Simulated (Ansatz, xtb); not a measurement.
Barrier height from H + HO to the transition structure H2O, without zero-point energy, on the benchmark's geometries as Psi4's copy of the set gives them.
Transition structure (charge 0, multiplicity 3, Z-matrix in Å and degrees):
```
O
H 1 1.1893
H 2 0.9116 1 180.00
```

Open shells are unrestricted; no spin–orbit coupling.

Correlated levels freeze the cores. CBS: X⁻³ extrapolation of the correlation energy, Hartree–Fock from the larger set.

Programs: Ansatz (Gaussian orbitals); xtb for the GFN methods.  The GFN methods have no spin term and hold the electronic entropy of 300 K.

```
level                                  barrier height (eV)
-------------------------------------  -------------------
GFN1-xTB                                             0.082
HF/aug-cc-pVQZ                                       0.754
B3LYP/def2-TZVPPD                                    0.175
PBE0/def2-TZVPPD                                     0.306
B2PLYP/def2-TZVPPD                                   0.345
MP2/aug-cc-pVDZ                                      0.734
MP2/aug-cc-pVTZ                                      0.740
CCSD(T)/CBS(aug-cc-pVTZ, aug-cc-pVQZ)                    ?
CCSDT/cc-pVDZ                                            ?
```

Problem. What belongs in the gaps?

Solution. 
- CCSD(T)/CBS(aug-cc-pVTZ, aug-cc-pVQZ), barrier height (eV): 0.464
- CCSDT/cc-pVDZ, barrier height (eV): 0.401

Ansatz is a quantum-chemistry and plane-wave program.
